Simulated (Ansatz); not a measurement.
A made-up structure of SiH3SO (charge +1), singlet:

O1  (0.105, 0.060, -0.331)
Si2  (-1.312, -0.200, -0.958)
S3  (0.462, -0.074, 1.667)
H4  (-2.542, -0.552, -0.342)
H5  (0.782, 0.289, -0.987)
H6  (1.764, 0.247, 1.483)
(Å)

It is relaxed with PBE-D4/def2-SVP and then PBE0-D4/def2-TZVP (Ansatz 0.2.0). Atoms count as bonded within 1.22 times the sum of their covalent radii (H–H: 0.88 Å). The end point is not checked to be a true minimum.

Task: Does its bonding change? (A judgement: the text doesn't fix the answer.)

Result: Computed: No: no bond forms or breaks.

Where it ends: The first stage lowers the energy by 1.60 eV in 19 steps. It ends as SiH₃SO ([SiH][OH][SH]), total charge +1:
O1  (0.213, -0.131, -0.387)
Si2  (-1.446, 0.011, -1.157)
S3  (0.738, -0.554, 1.228)
H4  (-2.065, -0.230, 0.199)
H5  (0.979, -0.054, -0.981)
H6  (0.841, 0.728, 1.630)
(Å)

Labels in which every atom is bracketed show which atoms are joined, not bond orders.

For scale, one of the runs: PBE0-D4/def2-TZVP relaxation, 123 basis functions, launched by `ansatz run in.yaml --threads 2 --pin off --events-out ev --progress --plain --max-ram 4352MiB`. Hardware: 2 CPU threads of an AMD EPYC 7R13, shared host. Wall time about 10 s.
